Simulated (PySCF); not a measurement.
ClNa.

```xyz
2

Na     0.0000     0.0000    -1.4381
Cl     0.0000     0.0000     0.9305
```
Charge 0, spin multiplicity 1.

The structure is a stationary point at B3LYP-D3(BJ)/def2-TZVPD.

Method: PySCF with PBE0/pcSseg-2. Non-relativistic, no solvent.

Computed absolute GIAO shielding of each atom: isotropic value and principal components (ppm):
```
atom  σ(iso)     σ11     σ22     σ33  span
----  ------  ------  ------  ------  ----
Na1    569.5   538.5   538.5   631.5  93.0
Cl2   1115.6  1098.1  1098.1  1150.7  52.7
```
